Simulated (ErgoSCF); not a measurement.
# CH3BN− (SMILES [BH3-]C#N), step by step

Wanted: a single-point energy (BLYP/STO-3G), then the energy (BLYP/3-21G), then the energy (BLYP/6-31G), then a single-point energy (BLYP/6-31G*), then a single-point energy (BLYP/6-31G**), then the energy (BLYP/6-311G**), then a single-point energy (BLYP/6-311G(2df,2pd)) of CH3BN−. 

Program for the calculation: ErgoSCF 3.8.

### 1 Starting point

CH3BN−: 6 atoms, total charge -1, spin state singlet. SMILES: `[BH3-]C#N`. The coordinates come from a GFN2-xTB relaxation.

Bond lengths: B1–C2 1.555 Å, C2–N3 1.159 Å, B1–H4 1.224 Å, B1–H5 1.224 Å, B1–H6 1.225 Å. Angles: B1–C2–N3 180.0°, C2–B1–H4 108.7°, C2–B1–H5 108.7°, C2–B1–H6 108.6°, H4–B1–H5 110.3°, H4–B1–H6 110.3°, H5–B1–H6 110.3°.

### 2 The energy at BLYP/STO-3G (run 1)

The input, run.inp:

```
set_nthreads(1)
basis = "STO-3G"
scf.convergence_threshold = 1e-06
tmpdir = "."
charge = -1
scf.use_diagonalization = 1
scf.output_mulliken_pop = 1
scf.max_number_of_iterations = 70
molecule_inline
B     -0.51820070     0.68340056    -0.46309628
C      1.04348787    -1.37889536     0.93176726
N      2.20744578    -2.91444901     1.97187252
H     -2.54092575    -0.23137807    -1.11129124
H      0.67448105     1.38781487    -2.31563260
H     -0.86626935     2.45348812     0.98636145
EOF
run "BLYP"
```

The basis set STO-3G is read from a file made from the Basis Set Exchange's data (not shown).

Run with:

```sh
$ ergo < run.inp
```

What it wrote:

```text
[...]
INDF Weighted mixed functional:
[...]
INSC Energy   1 =        -94.31349542892
[...]
INDE E_LUMO =          0.38879454481
[...]
INSC Energy  24 =       -117.87956071058  ( diff     -0.000000000018417 )
[...]
RESC CONVERGED after  24 iterations.
RESC FINAL ENERGY:       -117.87956071058
[...]
INSC SCF: dipole_moment_x [atomic units] =      -0.41009043
INSC SCF: dipole_moment_y [atomic units] =       0.54113041
INSC SCF: dipole_moment_z [atomic units] =      -0.36644307
[...]
```

Run time: 1.9 s. Hardware: 1 thread of Arm Neoverse V1, shared host; peak memory 0.26 GiB.

### 3 The energy at BLYP/3-21G (run 2)

run.inp: that of step 2 with these lines changed.

```diff
@@ -1,3 +1,3 @@
 set_nthreads(1)
-basis = "STO-3G"
+basis = "3-21G"
 scf.convergence_threshold = 1e-06
```

The basis set 3-21G is read from a file made from the Basis Set Exchange's data (not shown).

Run with:

```sh
$ ergo < run.inp
```

What it wrote:

```text
[...]
INDF Weighted mixed functional:
[...]
INSC Energy   1 =        -71.22248678530
[...]
INDE E_LUMO =          0.25713470362
[...]
INSC Energy  31 =       -118.82884406239  ( diff     -0.000000000004320 )
[...]
RESC CONVERGED after  31 iterations.
RESC FINAL ENERGY:       -118.82884406239
[...]
INSC SCF: dipole_moment_x [atomic units] =      -0.46482647
INSC SCF: dipole_moment_y [atomic units] =       0.61328920
INSC SCF: dipole_moment_z [atomic units] =      -0.41537428
[...]
```

Run time: 2.9 s. Hardware: 1 thread of Arm Neoverse V1, shared host; peak memory 0.26 GiB.

Runs 3 to 4 aren't shown in full; the table further down has their settings and results.

### 4 A single-point energy at BLYP/6-31G(d,p) (spherical functions) (run 5)

run.inp: that of step 3 with these lines changed.

```diff
@@ -1,3 +1,3 @@
 set_nthreads(1)
-basis = "3-21G"
+basis = "6-31G**"
 scf.convergence_threshold = 1e-06
```

The basis set 6-31G** is read from a file made from the Basis Set Exchange's data (not shown).

Run with:

```sh
$ ergo < run.inp
```

What it wrote:

```text
[...]
INDF Weighted mixed functional:
[...]
INSC Energy   1 =        -40.42655292327
[...]
INDE E_LUMO =          0.24369810761
[...]
INSC Energy  26 =       -119.49276864911  ( diff     -0.000000000008299 )
[...]
RESC CONVERGED after  26 iterations.
RESC FINAL ENERGY:       -119.49276864911
[...]
INSC SCF: dipole_moment_x [atomic units] =      -0.54601229
INSC SCF: dipole_moment_y [atomic units] =       0.72034496
INSC SCF: dipole_moment_z [atomic units] =      -0.48794975
[...]
```

Run time: 9.3 s. Hardware: 1 thread of Arm Neoverse V1, shared host; peak memory 0.26 GiB.

Run 6 isn't shown in full; the table further down has it.

### 5 A single-point energy at BLYP/6-311G(2df,2pd) (run 7)

run.inp: that of step 4 with these lines changed.

```diff
@@ -1,3 +1,3 @@
 set_nthreads(1)
-basis = "6-31G**"
+basis = "6-311G(2df,2pd)"
 scf.convergence_threshold = 1e-06
```

The basis set 6-311G(2df,2pd) is read from a file made from the Basis Set Exchange's data (not shown).

Run with:

```sh
$ ergo < run.inp
```

What it wrote:

```text
[...]
INDF Weighted mixed functional:
[...]
INSC Energy   1 =        -18.93272050752
[...]
INDE E_LUMO =          0.22010544686
[...]
INSC Energy  29 =       -119.55007205929  ( diff     -0.000000000001990 )
[...]
RESC CONVERGED after  29 iterations.
RESC FINAL ENERGY:       -119.55007205929
[...]
INSC SCF: dipole_moment_x [atomic units] =      -0.51926538
INSC SCF: dipole_moment_y [atomic units] =       0.68500162
INSC SCF: dipole_moment_z [atomic units] =      -0.46404332
[...]
```

Run time: 2.2 min. Hardware: 1 thread of Arm Neoverse V1, shared host; peak memory 0.31 GiB.

### 6 Overview of the runs

```
run                               level  energy (Eh)  wall time
  1                         BLYP/STO-3G  -117.879561      1.9 s
  2                          BLYP/3-21G  -118.828844      2.9 s
  3                          BLYP/6-31G  -119.460207      3.9 s
  4   BLYP/6-31G* (spherical functions)  -119.490471      5.1 s
  5  BLYP/6-31G** (spherical functions)  -119.492769      9.3 s
  6                       BLYP/6-311G**  -119.542151      9.9 s
  7                BLYP/6-311G(2df,2pd)  -119.550072    2.2 min
```

### 7 Results

| quantity | value |
| --- | --- |
| run 7, BLYP/6-311G(2df,2pd): total energy | -119.55007 Eh |

In run 1 the basis is minimal, so the values are rough. All runs together took 2.8 min, the longest 2.2 min.
